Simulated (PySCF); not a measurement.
Molecule: SMILES Cn1cnnc1, C3H5N3.

Atoms are numbered as in `[CH3:1][n:2]1[cH:3][n:4][n:5][cH:6]1` (H(Xn): hydrogen on atom n).

Geometry PBE0-D3(BJ)/def2-SVP throughout; GIAO in PySCF 2.14, gas phase, one conformer, non-relativistic; equivalent atoms averaged; functional PBE0.

For orientation, 6-311+G(2d,p) gives these absolute shieldings σ: C3/C6 42.6, C1 156.9, N4/N5 -100.1, N2 82.6, H(C3)/H(C6) 23.65, H(C1) 27.97 ppm.

A run gave: C3/C6 62.0, C1 169.4, N4/N5 -80.5, N2 99.7, H(C3)/H(C6) 24.77, H(C1) 28.77 ppm (absolute shieldings σ).

Which basis set was used in that run?
A. 6-31G
B. 6-31G*
C. def2-SVP
D. STO-3G
E. def2-TZVP

Answers

A. C1 tells them apart best: 6-31G gives 169.4, STO-3G gives 198.0, 6-31G* gives 164.5, def2-SVP gives 165.1, def2-TZVP gives 156.5 ppm.
